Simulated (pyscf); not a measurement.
Routes from H₃C–GeH₂• (SMILES [CH3][GeH2]) + HCl (SMILES Cl)

Candidate steps break at most two bonds and form at most two. Each was searched with GFN2-xTB (tblite) first. Optimised with ωB97X-D3(BJ)/def2-SVP in PySCF. Energies: ωB97M-D3(BJ)/def2-TZVP, kJ/mol, from the separated reactants, doublet surface; ΔG‡ with ideal gas, 1 atm, RRHO with modes under 100 cm⁻¹ raised to 100, one conformer, R ln 2 for chiral ones without a mode under 150 cm⁻¹.

| products | type | ΔE‡ | ΔE | ΔG‡ 298 K | ΔG‡ 900 K | ν‡ (cm⁻¹) |
|---|---|---|---|---|---|---|
| CH₃• + Cl–GeH₃ | concerted two-bond exchange | 85.3 | +5.1 | 123.8 | 206.7 | 574i |
| CH₄ + GeH₂ [singlet] + Cl• | concerted fragmentation | 212.2 | +207.7 | 233.6 | 296.5 | 977i |

Row 2: On the product side the descent ends in a complex, 20.5 kJ/mol under the separated species and 17.1 kJ/mol under the saddle at ωB97X-D3(BJ)/def2-TZVP. 

Plain bond fissions and candidates not yet searched are not listed, and one of them may be faster. Each barrier is that of the saddle found; lower ones may exist. Left out: orbital degeneracy and the spin-orbit lowering of Cl. Elements up to Kr have no core potential and no relativistic terms here.
